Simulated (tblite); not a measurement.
# FH5O2: the cost of one run

Computed with tblite 0.8.0 and PySCF 2.14.0; each step states its level. No surroundings beyond the atoms listed, unless a continuum is named. Atoms count from 0, parts from 1.

### 1 Starting point

8 atoms, charge 0, multiplicity 1; geometry: rigid parts in contact. Parts: 1 = atoms 0–2, `O`, charge 0; 2 = atoms 3–5, `O`, charge 0; 3 = atoms 6–7, `F`, charge 0.

### 2 Bringing the parts together with GFN2-xTB

The job: settings as JSON, then the geometry in Å.

```
{"job": {"kind": "dock", "xc": "GFN2-xTB", "basis": "xTB"}, "charge": 0, "multiplicity": 1, "parts": [{"atoms": "0-2", "charge": 0, "multiplicity": 1}, {"atoms": "3-5", "charge": 0, "multiplicity": 1}, {"atoms": "6-7", "charge": 0, "multiplicity": 1}]}
O      0.077739     0.124377    -0.404786
H     -0.586438     0.277022     0.275543
H      0.653549    -0.552688    -0.043556
O      1.884113     2.111604     0.483693
H      2.746952     2.360054     0.148348
H      1.398604     1.625379    -0.201550
F      0.966515     0.794809     2.412630
H      1.438060     1.400181     1.832027
```

Method: GFN2-xTB search for minima from random contacts, gas phase.

On the command line:

```
> OMP_NUM_THREADS=1 python cluster_run.py task.json out
```

This one command runs all jobs of the session in turn.

Q: Estimate the wall time of this first job on 1 thread of AMD EPYC 7R13, shared host.

About 1.4 s.
